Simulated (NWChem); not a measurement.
**doublet C2HF+ at 6 levels**

Aim: a comparison of 6 runs (UHF/STO-3G, UHF/3-21G, UB3LYP/6-31G*, UM06-2X/cc-pVTZ, UPBE0/cc-pVTZ) of doublet C2HF+. 

The calculation is run with NWChem 7.3.0.

34 further runs of the same task are left out: 34 set aside as unsound or not needed. Runs told in other sessions of the task aren't counted.

### 1 The molecule

C2HF+ has 4 atoms, charge +1, and is taken as a doublet. SMILES of the parent species: `C#CF`. The shape is that of a PBE0-D4/def2-TZVP optimisation. That shape belongs to the parent species and isn't relaxed for this state.

Bond lengths: C1–C2 1.192 Å, C2–F3 1.270 Å, C1–H4 1.063 Å. Angles: C1–C2–F3 180.0°, C2–C1–H4 180.0°.

### 2 The energy at UHF/STO-3G (run 1)

The input, nw.nw:

```
start nw
title "C2HF"
memory 2200 mb
charge 1

geometry units angstrom noautosym nocenter noautoz
   C       -0.361030       0.453110      -0.290220
   C        0.303270      -0.380840       0.243810
   F        1.010600      -1.269010       0.812300
   H       -0.952830       1.196740      -0.765890
end

basis spherical bse
   * library STO-3G
end

scf
   nopen 1
   uhf
   thresh 1e-08
   maxiter 80
end

task scf energy
```

The run is started by

```
$ nwchem nw.nw > nw.out
```

Log:

```text
[...]
  functions       =    16
[...]
  wavefunction    = UHF
[...]
         Total SCF energy =   -172.987834148059
      One electron energy =   -341.211497811642
      Two electron energy =    112.391565450314
 Nuclear repulsion energy =     55.832098213269
                       Sz =      0.5000
                 Sz(Sz+1) =      0.7500
                      S^2 =      0.7732
[...]
```

Wall time 0.82 s (1 thread of AMD EPYC 9R45 (Zen 5), shared host); peak memory 0.099 GiB.

### 3 A single-point energy at UHF/3-21G (run 2)

The input, mymol.nw:

```
start mymol
memory stack 880 mb heap 220 mb global 1100 mb
charge 1

geometry noautosym nocenter noautoz
  C    -0.361030    0.453110   -0.290220
  C     0.303270   -0.380840    0.243810
  F     1.010600   -1.269010    0.812300
  H    -0.952830    1.196740   -0.765890
end

basis spherical bse
  * library 3-21G
end

scf
  doublet
  uhf
  thresh 1e-08
  maxiter 80
end

task scf
```

The run is started by

```
$ nwchem mymol.nw > mymol.out
```

Log:

```text
[...]
  functions       =    29
[...]
  wavefunction    = UHF
[...]
         Total SCF energy =   -174.307460083679
      One electron energy =   -342.577386110595
      Two electron energy =    112.437827813647
 Nuclear repulsion energy =     55.832098213269
                       Sz =      0.5000
                 Sz(Sz+1) =      0.7500
                      S^2 =      0.7559
[...]
```

Run time: 0.86 s. Hardware: 1 thread of AMD EPYC 9R45 (Zen 5), shared host; peak memory 0.098 GiB.

Runs 3 to 4 aren't shown in full; the table further down has their settings and results.

### 4 A single-point energy at UM06-2X/cc-pVTZ (run 5)

The input, c2hf.nw:

```
start c2hf
memory stack 880 mb heap 220 mb global 1100 mb
charge 1
geometry units angstrom noautosym nocenter noautoz
  C    -0.361030    0.453110   -0.290220
  C     0.303270   -0.380840    0.243810
  F     1.010600   -1.269010    0.812300
  H    -0.952830    1.196740   -0.765890
end
basis spherical bse
  * library cc-pVTZ
end
dft
  xc m06-2x
  mult 2
  grid fine
  convergence energy 1e-08
  maxiter 100
  mulliken
end
task dft energy
```

The run is started by

```
$ nwchem c2hf.nw > c2hf.out
```

Log:

```text
[...]
          Wavefunction type:  spin polarized.
          No. of atoms     :     4
          No. of electrons :    21
[...]
          Charge           :     1
          Spin multiplicity:     2
[...]
          AO basis - number of functions:   104
[...]
              XC Information
              --------------
                       M06-2X Method XC Functional
                     Hartree-Fock (Exact) Exchange  0.540
                        M06-2X Exchange Functional  1.000
                      M06-2X Correlation Potential  1.000
[...]
 d= 0,ls=0.0,diis     1   -176.0085282810 -2.32D+02  5.45D-03  4.03D-01     1.7
[...]
 d= 0,ls=0.0,diis    12   -176.1322385094 -2.82D-09  1.56D-07  6.46D-10    16.6
[...]
         Total DFT energy =     -176.132238509407
      One electron energy =     -344.545805110416
           Coulomb energy =      133.783891103664
    Exchange-Corr. energy =      -21.202422715924
 Nuclear repulsion energy =       55.832098213269
[...]
      Total Density - Mulliken Population Analysis
     ---------------------------------------------
    Atom       Charge   Shell Charges
 -----------   ------   -------------------------------------------------------
    1 C    6     5.76   1.96  0.20  0.84  0.31  0.83  1.25  0.32  0.02  0.03  0.00
    2 C    6     5.62   1.96  0.20  0.77  0.19  0.82  1.29  0.21  0.04  0.12  0.02
    3 F    9     8.89   1.95  0.28  1.07  0.60  1.54  2.36  1.07  0.00  0.02  0.00
    4 H    1     0.73   0.25  0.42  0.03  0.01  0.02  0.00
[...]
      <S2> =      0.7527 (Exact =     0.7500)
[...]
```

It took 17 s on 1 thread of AMD EPYC 9R45 (Zen 5), shared host; peak memory 0.12 GiB.

### 5 The energy at UPBE0/cc-pVTZ (run 6)

The input, c2hf.nw:

```
start c2hf
memory total 2200 mb
charge 1

geometry units angstrom noautosym nocenter noautoz
  C     -0.361030     0.453110    -0.290220
  C      0.303270    -0.380840     0.243810
  F      1.010600    -1.269010     0.812300
  H     -0.952830     1.196740    -0.765890
end

basis "ao basis" spherical bse
  C library cc-pVTZ
  F library cc-pVTZ
  H library cc-pVTZ
end

dft
  xc pbe0
  mult 2
  grid fine
  convergence energy 1e-08
  maxiter 100
  mulliken
end

task dft energy
```

The run is started by

```
$ nwchem c2hf.nw > c2hf.out
```

Log:

```text
[...]
          Wavefunction type:  spin polarized.
          No. of atoms     :     4
          No. of electrons :    21
[...]
          Charge           :     1
          Spin multiplicity:     2
[...]
          AO basis - number of functions:   104
[...]
              XC Information
              --------------
                         PBE0 Method XC Functional
                     Hartree-Fock (Exact) Exchange  0.250
          PerdewBurkeErnzerhof Exchange Functional  0.750
            Perdew 1991 LDA Correlation Functional  1.000 local
           PerdewBurkeErnz. Correlation Functional  1.000 non-local
[...]
 d= 0,ls=0.0,diis     1   -175.8799294897 -2.32D+02  6.89D-03  4.42D-01     1.5
[...]
 d= 0,ls=0.0,diis    12   -176.0083331837 -7.34D-09  4.55D-07  7.90D-10    15.0
[...]
         Total DFT energy =     -176.008333183683
      One electron energy =     -344.605361192984
           Coulomb energy =      133.837162090308
    Exchange-Corr. energy =      -21.072232294276
 Nuclear repulsion energy =       55.832098213269
[...]
      Total Density - Mulliken Population Analysis
     ---------------------------------------------
    Atom       Charge   Shell Charges
 -----------   ------   -------------------------------------------------------
    1 C    6     5.76   1.96  0.20  0.84  0.28  0.83  1.29  0.31  0.02  0.04  0.01
    2 C    6     5.65   1.96  0.20  0.76  0.20  0.83  1.31  0.22  0.04  0.12  0.02
    3 F    9     8.86   1.94  0.28  1.08  0.58  1.54  2.36  1.04  0.00  0.02  0.00
    4 H    1     0.73   0.25  0.42  0.03  0.01  0.02  0.00
[...]
      <S2> =      0.7525 (Exact =     0.7500)
[...]
```

Run time: 16 s. Hardware: 1 thread of AMD EPYC 9R45 (Zen 5), shared host; peak memory 0.12 GiB.

### 6 Overview of the runs

| run | level | iteration cap | module | energy (Eh) | HOMO energy (eV) | LUMO energy (eV) | ⟨S²⟩ | wall time |
| --- | --- | --- | --- | --- | --- | --- | --- | --- |
| 1 | UHF/STO-3G | 80 | scf | -172.987834 | -19.79 | -8.14 | 0.773 | 0.82 s |
| 2 | UHF/3-21G | 80 | scf | -174.307460 | -20.80 | -9.58 | 0.756 | 0.86 s |
| 3 | UB3LYP/6-31G* (spherical functions) | 100 | dft | -176.129428 | -16.95 | -14.37 | 0.752 | 7.2 s |
| 4 | UB3LYP/6-31G* (Cartesian functions) | 100 | dft | -176.131706 | -16.95 | -14.37 | 0.752 | 7.8 s |
| 5 | UM06-2X/cc-pVTZ | 100 | dft | -176.132239 | -18.65 | -12.87 | 0.753 | 17 s |
| 6 | UPBE0/cc-pVTZ | 100 | dft | -176.008333 | -17.30 | -14.02 | 0.752 | 16 s |

### 7 What came out

| quantity | value |
| --- | --- |
| run 6: total energy | -176.00833 Eh |
| run 6: HOMO energy (highest over α and β) | -17.30 eV |
| run 6: LUMO energy (lowest over α and β) | -14.02 eV |
| run 6: ⟨S²⟩ | 0.752 |

What this shows: Totals of different functionals can't be ranked against each other. In run 1 the basis is minimal, so the values are rough. All runs together took 50 s, the longest 17 s.
